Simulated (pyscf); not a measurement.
Thermochemistry of product channels of `[Cl][In]` [singlet] + `[SH2]` on the singlet surface, in kcal/mol, from ωB97M-D3(BJ)/def2-TZVP energies (ideal gas, 1 atm, RRHO with modes under 100 cm⁻¹ raised to 100, one conformer, R ln 2 for rigid chiral ones). Structures and frequencies: ωB97X-D3(BJ)/def2-SVP in PySCF.

```tsv
products	ΔE	ΔH(298 K)	ΔG(298 K)	ΔG(900 K)
`[SH][InH][Cl]`	(withheld)	-2.1	+7.0	+24.2
`[SH][In]` [singlet] + `[ClH]`	+16.4	+15.8	+15.4	+14.2
`[S]=[In][Cl]` + `[H][H]`	(withheld)	+24.2	+26.8	+30.4
```

Fill in the missing entries.


- `[SH][InH][Cl]`, ΔE: -1.7
- `[S]=[In][Cl]` + `[H][H]`, ΔE: +25.8

These are energies of the channels, which say nothing of barriers. Elements past Kr carry the def2 core potentials, without spin-orbit coupling.
